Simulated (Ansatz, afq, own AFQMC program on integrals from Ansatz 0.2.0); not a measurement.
**BH₄, doublet: AFQMC among the cluster methods**

```yaml
atoms:
  - { symbol: B, position_ang: [0.0000, 0.0000, 0.0000] }
  - { symbol: H, position_ang: [0.6328, 1.2399, 1.2371] }
  - { symbol: H, position_ang: [-0.6475, -1.2325, 1.2368] }
  - { symbol: H, position_ang: [-0.6300, 1.2340, -1.2444] }
  - { symbol: H, position_ang: [0.6447, -1.2413, -1.2295] }
```

Basis 6-31G. Only valence electrons are correlated. AFQMC by an in-house program on the Cholesky factors that Ansatz 0.2.0 writes for its CCSD(T) run. ph-AFQMC/CISD is guided by a CISD state made of CCSD amplitudes; releasing the constraint for a short imaginary time cuts its bias at the price of noise, slowly where states lie close. Uncertainties: one standard error, sampling alone.

Determinant: UHF, the one that the program's search chose, which needn't be the lowest solution. The geometry is a point of a scan.

Full CI on the same integrals is exact in this basis and with this determinant's frozen core.

Cautions: strong correlation (T1 0.096, weight of the determinant 0.72, largest double 0.13); unrestricted determinant spin contaminated (⟨S²⟩ 1.35 against 0.75); CCSD(T) is in doubt: in a space of 7 electrons in 8 natural orbitals full CI lies 111 meV below it; the released energies are still falling, so no released level is given (meV from the phaseless value at times in 1/Eh: -10 ± 5 at 0.24, -21 ± 5 at 0.51, -37 ± 5 at 0.99, -53 ± 4 at 1.62, -64 ± 5 at 2.40).

* T1 diagnostic: 0.0956
* weight of the determinant in the CISD state: 0.715
* ⟨S²⟩ of the determinant: 1.347
* size of the correlated space: 7 electrons in 16 orbitals

| level | correlation energy (eV) |
| --- | --- |
| MP2 | -1.5764 |
| CCSD | -3.3235 |
| CCSD(T) | -3.4617 |

Task: Estimate where phaseless AFQMC with a CISD trial lies against CCSD(T) on the same integrals.

Result: 0.97 ± 0.19 mEh below CCSD(T).

Reference: full CI, correlation energy -3.585 eV. The cautions show a poor starting determinant, so the rows tell how each method copes with it here, and full CI is the sure value.

```csv
level,E − E(reference) (mEh),share of correlation (%)
CCSD(T),4.52,96.57
CCSDT,0.53,99.59
CCSDT(Q),0.10,99.92
CCSDTQ,0.03,99.98
ph-AFQMC/CISD,3.55 ± 0.19,97.31
```

CCSDT and higher add their correlation energy to the determinant of the CCSD(T) run, since their own runs factorise the integrals more tightly (a shift of under 2 meV). A walk keeps the symmetry of its determinant, which the program's search chose and which needn't be the lowest solution, so a lower state of the same spin and another symmetry isn't excluded.
